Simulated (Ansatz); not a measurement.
# CHAlP (quartet): the correlation ladder at a displaced geometry (v1), cc-pVDZ

The task here is to estimate one member of a computed series from the others.

Method: cc-pVDZ, core rule «outside noble gas», up to 11 orbitals frozen; program: Ansatz 0.2.0, Gaussian basis.

Plan: UHF; CCSD(T) on ROHF; CCSD(T) on UHF; BCCD(T) on ROHF; CISD; CCSDT(Q) on ROHF; CCSDT(Q) on UHF.

27 further runs of the same task are left out: 9 that didn't finish, 18 set aside as unsound or not needed.

### What is computed

The geometry is a PBE0/def2-TZVP stationary point (not a proven minimum) with its atoms shifted at random (size 0.040 Å).

4 atoms, charge 0, spin multiplicity 4.

Atoms are counted from 1 here; the program's logs count them from 0.

Bond lengths: Al1–C2 1.907 Å, Al1–H4 1.594 Å, C2–P3 1.737 Å. Angles: C2–Al1–H4 120.0°, Al1–C2–P3 168.0°.

Set-up of the first run:

The input, in.yaml:

```yaml
crystal:
  periodic: [false, false, false]
  atoms:
    - {symbol: Al, position_ang: [0.002335, 0.398407, 1.138451]}
    - {symbol: C, position_ang: [0.001521, 0.163195, -0.754310]}
    - {symbol: P, position_ang: [0.049465, 0.310242, -2.484036]}
    - {symbol: H, position_ang: [-0.053320, -0.871844, 2.099896]}
basis:
  gaussian: {orbitals: cc-pVDZ}
magnetization: {spin_polarized: true, initial_magnetization: 3}
hamiltonian: {xc: hf}
output: {orbitals: {seedname: orbitals}}
```

Command:

```bash
ansatz run in.yaml --threads 1 --pin off --events-out ev --progress --plain --max-ram 2393MiB
```

Steps of the session up to this table: UHF; CCSD(T) on ROHF; CCSD(T) on UHF; BCCD(T) on ROHF; CISD; CCSDT(Q) on ROHF; CCSDT(Q) on UHF.

One of the session's tables, all rows but one given; the rest of the session is left out.

```
   method  from RCCSDT(Q) (kJ/mol)
     ROHF                   +815.2
      UHF                   +769.3
     RMP2                   +161.2
     UMP2                   +204.0
     CISD                   +138.7
    RCCSD                        ?
    UCCSD                    +57.7
 RCCSD(T)                    +20.1
 UCCSD(T)                    +22.9
  BCCD(T)                    +20.4
   RCCSDT                     +6.8
   UCCSDT                     +6.7
RCCSDT(Q)                        0
UCCSDT(Q)                     -0.6
```

**Question.** Estimate the row for RCCSD.

**Answer.** from RCCSDT(Q) (kJ/mol): +57.8. In the column «from RCCSDT(Q) (kJ/mol)» it lies between UCCSD (+57.7) and CISD (+138.7).

To keep in mind: Restricted and unrestricted rows rest on different reference determinants; where their highest levels disagree by more than a few hundredths of an eV, they describe different states and don't form one ladder.
